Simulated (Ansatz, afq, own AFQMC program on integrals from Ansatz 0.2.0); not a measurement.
Integrals from Ansatz 0.2.0, then the random walk in our own AFQMC program (afq).

```yaml
crystal:
  periodic: [false, false, false]
  atoms:
    - {symbol: Br, position_ang: [0.000000, 0.000000, -1.372667]}
    - {symbol: H, position_ang: [0.000000, 0.000000, 0.131333]}
    - {symbol: F, position_ang: [0.000000, 0.000000, 1.241333]}
basis:
  gaussian: {orbitals: cc-pVTZ}
magnetization: {spin_polarized: true, initial_magnetization: 1}
correlation: {method: ccsd_t, electrons: outside_noble_gas, hamiltonian_folder: ham}
```

```sh
$ ansatz run in.yaml --threads 1 --pin off --events-out ev --progress --plain --max-ram 24576MiB --backend cuda --devices 0, --max-vram 18GiB
```

afq runs on the folder ham with

```
--method phaseless --trial hf --walkers 2500 --populations 20 --least-time 40 --time-step 0.005 --steps-per-block 20 --equilibration-blocks 112 --max-blocks 4000 --target-error 0.00115 --factor-cut 1e-05 --start spin_pure --seed 6676 --taylor-order 6
```

Times are imaginary, in 1/Eh. The walk had a cap of 98 s. With eight or more populations the least sampling time is a fifth of least-time, and the error comes from their spread. Filled inner d shells are frozen with the cores.

Output of the walk:

```
orbitals 72  electrons 8 7  factors 490 of 552
reference energy -2672.42346665 Eh
CCSD correlation -0.44330889 Eh in 11 cycles, weight of the determinant in the CISD state 0.8734
energy of the start -2672.425230 Eh
 block  time / (1/Eh)  mean weight  energy / Eh
     1     0.100  1.0035  -2672.600879
     2     0.200  1.0039  -2672.684187
     3     0.300  1.0043  -2672.737098
     4     0.400  1.0030  -2672.767424
     5     0.500  1.0014  -2672.795859
     7     0.700  1.0020  -2672.828111
     9     0.900  1.0011  -2672.850002
    15     1.500  1.0000  -2672.863405
    29     2.900  1.0003  -2672.880567
    36     3.600  1.0004  -2672.897121
    43     4.300  1.0004  -2672.881013
    57     5.700  0.9995  -2672.873817
    71     7.100  1.0006  -2672.884578
    85     8.500  0.9996  -2672.877671
    99     9.900  0.9994  -2672.885148
   113    11.300  1.0006  -2672.878324
   127    12.700  1.0013  -2672.877037
   141    14.100  1.0003  -2672.874350
   155    15.500  1.0005  -2672.873197
   169    16.900  0.9998  -2672.873377
   183    18.300  1.0002  -2672.869738
   197    19.700  1.0001  -2672.884925
   211    21.100  1.0002  -2672.878331
   225    22.500  0.9997  -2672.875345
   239    23.900  0.9997  -2672.886541
   253    25.300  1.0007  -2672.883072
   267    26.700  1.0003  -2672.865331
   281    28.100  1.0004  -2672.869216
   295    29.500  1.0007  -2672.872795
   302    30.200  0.9997  -2672.862664
error from the spread of 20 populations
energy -2672.876385 +/- 0.001097 Eh
(rows thinned)
```

The run passed its tests (sampling time, drift between the halves within three errors, error under three times the target), which doesn't prove that it has relaxed. The second half of the sampling lies above the first by 1.6 errors of their difference, so the energy may still be moving and its error bar be too small.

Against this walk (error 29.8 meV) on the same determinant: CCSD(T) 118.7 meV lower, CCSDT(Q) 159.6 meV lower, a separate phaseless walk with a CISD trial and standard settings 130.4 ± 30.4 meV lower. The error is statistical and leaves out the bias of the constraint. CCSDT(Q) is the surest value here, so the walk's 160 meV above it is most likely the bias of the constraint with this trial, which can have either sign.

Cautions: constraint bias not in the error; no relativity below Rb; no spin-orbit coupling; inner d shell frozen; the search met a lower determinant of the same kind, perhaps of another symmetry (27 meV lower); unrestricted determinant slightly spin contaminated (⟨S²⟩ 0.80 against 0.75).

The walk took 48 s on 1 × NVIDIA H100 80GB HBM3 with 2 threads of AMD EPYC 7R13 Processor (Zen 3), on a shared host (the card was shared). The log's last line is the phaseless energy.

CCSDT and higher add their correlation energy to the determinant of the CCSD(T) run, since their own runs factorise the integrals more tightly (a shift of under 2 meV). A walk keeps the symmetry of its determinant, which the program's search chose and which needn't be the lowest solution, so a lower state of the same spin and another symmetry isn't excluded.
